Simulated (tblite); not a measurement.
C3H6OS.
Numbering: `[CH3:1][C:2](=[S:3])[CH2:4][OH:5]` (hydrogens: H6, H7, H8 on C1; H9, H10 on C4; H11 on O5)

Computed with GFN2-xTB (tblite), gas phase: nudged elastic band of 9 images (0 to 8), spring 0.2 eV/Å², climbing image at the end, force threshold 0.05 eV/Å. No saddle search or frequency run followed, so the top image need not be a first-order saddle, and its height can exceed the method's true barrier by a kcal/mol or more.

The band describes a rotation about C2–C4 (thiocarbonyl carbon, carbinol carbon (C–OH)), followed by the dihedral C1–C2–C4–O5, from the optimised start (177°) to a second optimised geometry at -33°.

Question: How does the energy change from image to image?

Answer: 
```
image  dihedral (°)  E (kJ/mol)  C2–C4 (Å)  C1···O5 (Å)  largest true force (eV/Å)
    0           177        0.00      1.496         3.78                       0.01
    1          -162        2.94      1.499         3.77                       0.05
    2          -140        9.28      1.505         3.69                       0.07
    3          -117       13.85      1.510         3.53                       0.05
    4           -97       14.32      1.511         3.33                       0.04
    5           -75       12.18      1.508         3.10                       0.04
    6           -56        9.54      1.507         2.94                       0.04
    7           -39        7.93      1.506         2.86                       0.04
    8           -33        7.37      1.507         2.87                       0.01
```

Barriers of this band. The top is image 4 at -97°: 14.32 kJ/mol forward and 6.95 kJ/mol back; the end lies 7.37 kJ/mol above the start. The central bond is 0.015 Å longer at the top than at the start.

Question: What rate follows at 200 K for crossing this barrier forward?

Answer: Taking the electronic barrier for the free energy of activation (no zero-point or entropy terms, transmission 1), rate = (kT/h)·exp(−ΔE/kT) ≈ 8 × 10^8 s⁻¹, whose inverse is 1 × 10^-9 s. An error of 1 kcal/mol in the barrier changes this by a factor of 12, and the method and the loose band can each miss by that much or more.

Question: How would the two end points share their population at 200 K, from these energies alone?

Answer: exp(−ΔE/kT) with ΔE = 0.076 eV gives 0.012 for the higher one (end) against 1 for the lower, without vibrational, rotational or degeneracy terms.

Question: How long is the path, and how are the images spaced?

Answer: Cartesian distances between aligned neighbours (all atoms, Å): 0.69, 0.68, 0.67, 0.64, 0.72, 0.68, 0.58, 0.32; the sum is 4.98 Å, and the top lies 54 % of the way along.

The cost below is that of the whole band run. Rough CPU time on one thread of a shared machine: about 8 s.
